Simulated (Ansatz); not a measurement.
## C₂H₅FO, SMILES CC(O)F: a short molecular-dynamics run, step by step

Computed with the Ansatz DFT code, driven from Python.

Run as a notebook:

In [1]:
```python
import ansatz as az
import numpy as np
```

In [2]:
```python
geometry_ang = [
    ('C', (-0.7368, -0.0827, -0.6275)),
    ('C', (0.4188, 0.3019, 0.1976)),
    ('O', (0.2885, -0.2858, 1.4597)),
    ('F', (1.606, -0.2245, -0.3637)),
    ('H', (-0.8907, -1.131, -0.749)),
    ('H', (-1.7021, 0.3603, -0.1811)),
    ('H', (-0.6598, 0.3767, -1.6436)),
    ('H', (0.6039, 1.4009, 0.2931)),
    ('H', (1.1607, -0.7621, 1.5975)),
]
geometry = az.Crystal.molecule()
for symbol, xyz in geometry_ang:
    geometry = geometry.atom(symbol, xyz)

calculation = geometry.calculation()
calculation = calculation.basis(gaussian='6-31G*')
calculation = calculation.functional('blyp')
calculation = calculation.accuracy('medium')
calculation = calculation.scf(lower_state_search='standard')
symbols = [site.symbol for site in geometry.cartesian_sites]
start = np.array([site.position_ang for site in geometry.cartesian_sites], dtype=float)
r = calculation.relax(force_tolerance=0.02).run().report
end = np.array(r['positions_ang'])
minimum = az.Crystal.molecule()
for symbol, place in zip(symbols, end):
    minimum = minimum.atom(symbol, place.tolist())
```

In [3]:
```python
# dynamics from the relaxed geometry
calculation = (
    minimum.calculation()
    .basis(gaussian='6-31G*')
    .functional('blyp')
    .accuracy('medium')
    .scf(lower_state_search='standard')
    .md('nvt_nose_hoover', timestep=0.5, steps=40, temperature=500, initial_velocities='maxwell_boltzmann', seed=63, thermostat_time=50)
)
frames = []
res = calculation.session().plan().execute(on_event=lambda e: frames.append(e['data']) if e['event'] == 'md_step' else None)
print('t (fs)   E_pot (eV)      E_kin (eV)   T (K)   d(0-1) (A)')
for f in frames[::2]:
    xyz = np.array(f['positions_ang'])
    print(f'{f["time_fs"]:6.2f} {f["lagrangian_ev"]:14.5f} {f["e_kin_ev"]:10.5f} {f["temperature_k"]:8.1f} {np.linalg.norm(xyz[0] - xyz[1]):9.4f}')
kept = np.array([f['conserved_ev'] for f in frames])
print(f'conserved energy moves by at most {1000 * np.ptp(kept):.3f} meV')
```
```text
t (fs)   E_pot (eV)      E_kin (eV)   T (K)   d(0-1) (A)
  0.00    -6917.29640    0.45241    500.0    1.5214
  1.00    -6917.26979    0.42613    471.0    1.5302
  2.00    -6917.20897    0.36592    404.4    1.5390
  3.00    -6917.14938    0.30671    339.0    1.5474
  4.00    -6917.10978    0.26710    295.2    1.5552
  5.00    -6917.08267    0.23992    265.2    1.5621
  6.00    -6917.05359    0.21119    233.4    1.5676
  7.00    -6917.02765    0.18588    205.4    1.5714
  8.00    -6917.02264    0.18127    200.3    1.5730
  9.00    -6917.04001    0.19888    219.8    1.5725
 10.00    -6917.06570    0.22498    248.6    1.5698
 11.00    -6917.08486    0.24478    270.5    1.5655
 12.00    -6917.08715    0.24798    274.1    1.5600
 13.00    -6917.07004    0.23193    256.3    1.5542
 14.00    -6917.03631    0.19929    220.3    1.5488
 15.00    -6916.99250    0.15665    173.1    1.5441
 16.00    -6916.95573    0.12097    133.7    1.5407
 17.00    -6916.94322    0.10897    120.4    1.5385
 18.00    -6916.94334    0.10939    120.9    1.5376
 19.00    -6916.93215    0.09913    109.6    1.5375
 20.00    -6916.91773    0.08604     95.1    1.5380
conserved energy moves by at most 1.356 meV
```

Notes:
- The settings weren't tested for convergence.
- The trajectory is only some femtoseconds long, so its temperature is not equilibrated; where the script doesn't relax first, it starts from a rough generated geometry.
- The temperature counts the internal degrees of freedom alone.
- Finished in 79 s on 1 thread of Arm Neoverse V2, with other jobs on the host, peak memory 0.21 GiB.

(Lines on the test bed's own set-up are left out of the output.)
